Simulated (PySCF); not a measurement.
Structure problem from calculated spectra and properties.

Formula: C2H5N.

- Rotational structure: rotational constants A, B, C: 50.477, 9.850, 8.688 GHz [PBE0-D3(BJ)/def2-SVP]
- 1H NMR: chemical shifts (computed TMS as zero) by class: 9.29 (1 H), 7.78 (1 H), 1.88 (3 H) ppm [GIAO KT3/pcSseg-2]
- NMR, other nuclei: isotropic shieldings of nuclei other than C and H, by class: -72 (1 N) ppm [GIAO KT3/pcSseg-2]
- UV, strongest line: among the 10 lowest singlet transitions: S4 at 8.37 eV (148 nm, f = 0.204) [TDDFT CAM-B3LYP/def2-SVPD]
- Triplet: lowest triplet excitation (Tamm–Dancoff): 4.60 eV [TDA CAM-B3LYP/def2-SVPD]
- 13C NMR: chemical shifts (computed TMS as zero) by class: 168.4 (1 C), 30.9 (1 C) ppm [GIAO KT3/pcSseg-2]
- UV, first state: lowest singlet excitation: 5.44 eV (228 nm, f = 0.003) [TDDFT CAM-B3LYP/def2-SVPD]
- Dipole: 2.63 D [CAM-B3LYP/def2-SVPD]

The electronic properties come from PySCF, for the isolated species, density fitting. Levels stand in brackets. Isolated species at its PBE0-D3(BJ)/def2-SVP geometry, gas phase. NMR classes are plain means over equivalent atoms (diastereotopic ones count apart unless rotation or inversion swaps them), as if these changed places fast.

Q: What is the compound? Reason from the data.

A: Numbering: `[H]/[N:3]=[CH:2]\[CH3:1]`. Its formula, C2H5N, gives 1 degree of unsaturation: 0 rings and 1 π bond in the structure found. 2 carbons fall into 2 classes; from least to most shielded: imine carbon [C2] (168.4 ppm), methyl carbon [C1] (30.9 ppm). Hydrogen classes from least to most shielded: 1 H on an imine nitrogen, N3 (9.29 ppm), 1 H on an imine carbon, C2 (7.78 ppm), 3 H on a methyl carbon, C1 (1.88 ppm, a mean of values up to 0.8 ppm apart in this geometry). The other shieldings belong to: -72 ppm, imine nitrogen [N3]. By its constants the optimised geometry is an asymmetric top. Structure: ethanimine, `[H]/N=C\C`. Computed isomers that give other values at the same levels: `[H]/N=C/C` (rotational constant A: 53.648 GHz; this holds for the one conformer computed); `C1CN1` (rotational constant A: 23.367 GHz; this holds for the one conformer computed); `C=NC` (N-methylmethanimine) (rotational constant A: 53.919 GHz; this holds for the one conformer computed). The assignments are read from this structure; whether some other isomer fits the data as well wasn't checked.
